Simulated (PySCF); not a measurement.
Computed with PBE-D3(BJ)/def2-TZVP // B3LYP-D3(BJ)/def2-SVP (PySCF). Isolated molecules, 0 K electronic values unless said otherwise. 

Reference species (SMILES): `N` (neutral, multiplicity 1).

```
Item            Result
-------------  -------
HOMO–LUMO gap  6.26 eV
dipole moment   1.75 D
```

Changed species: `C#N` (free base NCH; the reference has free base NH3).

### Question
Give the shifts of the HOMO–LUMO gap and dipole moment.

### Answer
the HOMO–LUMO gap goes up by 1.79 eV, to 8.05 eV; the dipole moment increases by 1.19 D, to 2.94 D.
